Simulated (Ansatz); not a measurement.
Energy needed to pull apart BSiH$_{4}$F (SMILES B[SiH2]F), closed shell, into free ground-state atoms, from the structure below (displaced at random from a GFN2-xTB minimum); no zero-point or spin–orbit terms; open-shell atoms are treated unrestricted, in their ground-state multiplicity.

```
7
angstrom
B -0.9845 0.2922 -0.6783
Si 0.6136 -0.0903 0.5069
F 0.7400 -1.7082 0.6410
H -1.6470 -0.5498 -1.0158
H -1.2676 1.4414 -0.8433
H 0.6219 0.4156 1.7775
H 2.0916 0.2395 -0.2128
```

Computed with Ansatz 0.2.0 (basis: def2-TZVPP); correlated methods freeze the cores. B3LYP uses VWN-RPA correlation.

```
   method  atomization energy (eV)
   PBE-D4                        ?
r2SCAN-D4                    23.12
  PBE0-D4                    22.80
 B3LYP-D4                    23.12
  LC-wPBE                    22.90
  wB97M-V                    23.11
       HF                        ?
      MP2                    22.71
     CCSD                    22.29
  CCSD(T)                    22.49
```

Problem. What does HF give? (Judge from chemistry; the value comes from the calculation.)

Solution. Computed: 17.93 eV, which is about 4.56 eV less than CCSD(T)/def2-TZVPP.

Problem. What does PBE-D4 give? (To be estimated.)

Solution. Computed: 23.01 eV, which is about 0.52 eV more than CCSD(T)/def2-TZVPP.

In triple zeta the MP2 and coupled-cluster atomization energies are still short of their basis limit by a few kcal/mol a bond, whereas those of the functionals are nearly converged, so these differences are not deviations from converged CCSD(T).

No T1 diagnostic of these runs exceeds 0.012.

For scale, one of the runs: CCSD(T)/def2-TZVPP forces, 160 basis functions (an equivalent command: `ansatz run in.yaml --threads 4`). The run took 43 s on 4 CPU threads (shared host), with 2.2 GiB of host memory at its peak.
